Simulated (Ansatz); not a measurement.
Write a Python script for the Ansatz DFT code, driven from Python that makes harmonic frequencies at the relaxed geometry of CHN, SMILES C#N. Settings (for the species named): Hartree-Fock, def2-TZVP basis, multiplicity 1.

Input file `chn.xyz`:
```text
3

C    -0.00568   -0.02502   -0.00572
N     0.25004    1.05289    0.25316
H    -0.24436   -1.02787   -0.24745
```

Script `freq_chn.py`:
```python
"""Harmonic frequencies of CHN at its relaxed geometry."""

import itertools

import ansatz
from ase.data import atomic_numbers, covalent_radii
import numpy as np

chn = ansatz.Crystal.molecule_from_extxyz("chn.xyz")

calc = chn.calculation().basis(gaussian="def2-TZVP").functional("hf")
symbols = [site.symbol for site in chn.cartesian_sites]
start = np.array([site.position_ang for site in chn.cartesian_sites], dtype=float)
report = calc.relax(force_tolerance=0.003).run(threads=1, backend="cpu").report
end = np.array(report["positions_ang"])

# pairs closer than 1.2 times the sum of covalent radii, before or after
radius = [covalent_radii[atomic_numbers[s]] for s in symbols]
span = lambda where, i, j: np.linalg.norm(where[i] - where[j])
bonded = [(i, j) for i, j in itertools.combinations(range(len(symbols)), 2) if min(span(start, i, j), span(end, i, j)) < 1.2 * (radius[i] + radius[j])]
print("pair        before    after (A)")
for i, j in bonded:
    print(f"{symbols[i]}{i}-{symbols[j]}{j}".ljust(10), f"{span(start, i, j):8.4f} {span(end, i, j):8.4f}")
for first, second in list(itertools.combinations(bonded, 2)):
    shared = set(first) & set(second)
    if shared and symbols[(j := shared.pop())] != "H":
        i, k = sorted((set(first) | set(second)) - {j})
        u, v = end[i] - end[j], end[k] - end[j]
        angle = np.degrees(np.arccos(np.clip(u @ v / np.linalg.norm(u) / np.linalg.norm(v), -1, 1)))
        print(f"final angle {symbols[i]}{i}-{symbols[j]}{j}-{symbols[k]}{k}: {angle:.2f} deg")

# frequencies need a stationary point, so they are taken at the relaxed geometry
minimum = ansatz.Crystal.molecule()
for symbol, place in zip(symbols, end):
    minimum = minimum.atom(symbol, place.tolist())
vibrating = (
    minimum.calculation()
    .basis(gaussian="def2-TZVP")
    .functional("hf")
    .phonons(temperatures=(100, 500, 100))
)
vib = vibrating.run(threads=1, backend="cpu").report["vibrations"]
sums = vib["harmonic_sums"]
modes = [m["omega_inv_cm"] for m in sums["modes_at_gamma"] if m["rigid_motion"] == "no"]
for number, w in enumerate(modes, start=1):
    print(f"mode {number:2d} {w:9.1f} 1/cm {w / 8065.544 * 1000:8.2f} meV")
print("imaginary modes:", sum(w < 0 for w in modes), " zero-point energy:", round(sums["zero_point_energy_ev"], 4), "eV")
print("T (K)   F_vib (eV)   S_vib (meV/K)   C_vib (meV/K)")
for row in zip(sums["temperatures_k"], sums["vibrational_free_energy_ev"], vib["entropy_ev_per_k"], vib["heat_capacity_ev_per_k"]):
    print(f"{row[0]:6.1f} {row[1]:11.4f} {1000 * row[2]:13.4f} {1000 * row[3]:15.4f}")
```

`python freq_chn.py` gives:
```text
pair        before    after (A)
C0-N1        1.1377   1.1241
C0-H2        1.0588   1.0580
final angle N1-C0-H2: 179.96 deg
mode  1     880.4 1/cm   109.16 meV
mode  2     880.5 1/cm   109.17 meV
mode  3    2410.3 1/cm   298.83 meV
mode  4    3611.4 1/cm   447.76 meV
imaginary modes: 0  zero-point energy: 0.4825 eV
T (K)   F_vib (eV)   S_vib (meV/K)   C_vib (meV/K)
 100.0      0.4825        0.0000          0.0001
 200.0      0.4824        0.0022          0.0123
 300.0      0.4817        0.0134          0.0465
 400.0      0.4795        0.0316          0.0805
 500.0      0.4753        0.0526          0.1079
```

The frequencies are harmonic and unscaled, in a modest basis. The result belongs to the one conformer reached from this start, and soft torsions count as harmonic oscillators. Wall time of the script: 7.5 s on 1 thread of Arm Neoverse N1, on a shared host, peak memory 0.19 GiB.
